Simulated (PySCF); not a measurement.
C₃H₃NO.
Bonds: C1–C2 (double), C2–N3, N3–C4 (double), C4–O5 (double). Hydrogens: H6, H7 on C1; H8 on C2.

Theory: PySCF 2.14.0, PBE0-D3(BJ)/def2-SVP geometry optimisation, gas phase.

Problem. List the bond lengths, angles and torsions at this level.

Solution. 
```tsv
bond	length (pm)	order
C1=C2	133.7	double
C2–N3	137.6	single
N3=C4	119.9	double
C4=O5	116.9	double
C1–H6	109.1	single
C1–H7	109.3	single
C2–H8	109.4	single
```

Orders are formal, as drawn. A selection of angles:
```tsv
angle	degrees
C2–C1–H6	119.6
C2–C1–H7	122.0
H6–C1–H7	118.3
C1–C2–N3	125.5
C1–C2–H8	120.9
N3–C2–H8	113.5
C2–N3–C4	149.8
N3–C4–O5	174.5
```

Dihedral angles: C1–C2–N3–C4 0° (synperiplanar).

The 5 heavy atoms lie in one plane (0.000 Å rms). The 2 C–N bonds span 1.199 Å (N3=C4, drawn double) to 1.376 Å (C2–N3, drawn single), a spread of 0.177 Å.

Point group: Cs (every atom within 0.08 Å of its image). No PBE0-D3(BJ)/def2-SVP frequencies stand behind this structure, so it isn't proved a minimum. One conformer, not necessarily the lowest.
